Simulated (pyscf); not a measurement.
This saddle point was located with ωB97X-D3(BJ)/def2-SVP in PySCF.

```xyz
11

C      0.4596    -0.8738    -0.3211
Zn    -0.2683     1.0903    -0.1501
C     -0.3405     3.0060     0.1965
H     -0.8477    -1.2762    -0.7710
H     -0.2670    -1.0124     0.4884
H      1.3874    -1.4324    -0.1644
H     -1.1508     3.2444     0.9049
H     -0.5430     3.5642    -0.7325
H      0.6031     3.3861     0.6200
Cl    -2.1865    -0.3184    -0.9678
H      0.2646    -0.6529    -1.3773
```

Surface: singlet, charge 0. Lowest wavenumbers (cm⁻¹): 1498i, 31, 102, 115, 167.

Which two sides does it connect, and which bonds change?

H₃C–Zn–CH₃ + HCl ⇌ CH₄ + H₃C–Zn–Cl, a four-centre exchange read from left to right: C–Zn, Cl–H broken and C–H, Cl–Zn formed. At ωB97M-D3(BJ)/def2-TZVP it lies +34.4 kcal/mol from the left side and +74.9 kcal/mol from the right (each side as separated species at their lowest minima found). This is the saddle that the search found; another between the same sides may lie lower. Elements up to Kr have no core potential and no relativistic terms here.
